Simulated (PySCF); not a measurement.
Gas-phase XPS of methyl propyl sulfide, computed

Methyl propyl sulfide, C4H10S.
Bonds: C1–C2, C2–C3, C3–S4, S4–C5. Hydrogens: H6, H7, H8 on C1; H9, H10 on C2; H11, H12 on C3; H13, H14, H15 on C5.

Method used: PySCF 2.14.0, delta-SCF UKS SCAN, pcX-2 on the ionised atom, pcseg-1 elsewhere, spin-free X2C. Vertical ΔSCF values, vacuum level as zero.

**Question.** List the computed XPS lines with their assignment.

**Answer.** 
```tsv
atom(s)	environment	level	binding energy (eV)	above the level's lowest (eV)	count
C1	methyl carbon	C 1s	290.68	+0.03	1
C2	chain CH2 carbon	C 1s	290.65	0.00	1
C3	sp3 carbon bound to sulfur	C 1s	291.02	+0.37	1
S4	sulfide sulfur	S 1s	2476.68	0.00	1
C5	S-methyl carbon	C 1s	291.14	+0.49	1
```

The listed C 1s values span 0.49 eV, from C2 (bonded to 2 C and 2 H) to C5 (bonded to S and 3 H). The widest gap between neighbouring values is 0.34 eV, between 290.68 and 291.02 eV. Summing the Pauling electronegativity differences to the bonded atoms, each weighted by its formal bond order, gives -0.70 for the lowest site and -1.02 for the highest; the largest sum, -0.67, belongs to C3, 0.12 eV below the top. The smallest sum, -1.05, belongs to C1, 0.03 eV above the lowest. The values 290.65 and 290.68 eV lie too close for their order to be trusted.

**Question.** Which photon energy gives electrons from C 1s of C5 a kinetic energy of 50 eV, and what is their de Broglie wavelength?

**Answer.** hν = 291.14 + 50 = 341.14 eV, recoil neglected; λ = 12.264 Å/√(E/eV) = 1.73 Å.

Not every level is listed. The structure is a single PBE0-D3(BJ)/def2-SVP conformer in the gas phase; no vibrational or solvent corrections.

Shape of the structure used: `[CH3:1][CH2:2][CH2:3][S:4][CH3:5]`: C1–C2–C3–S4 -177°, C2–C3–S4–C5 -71°.
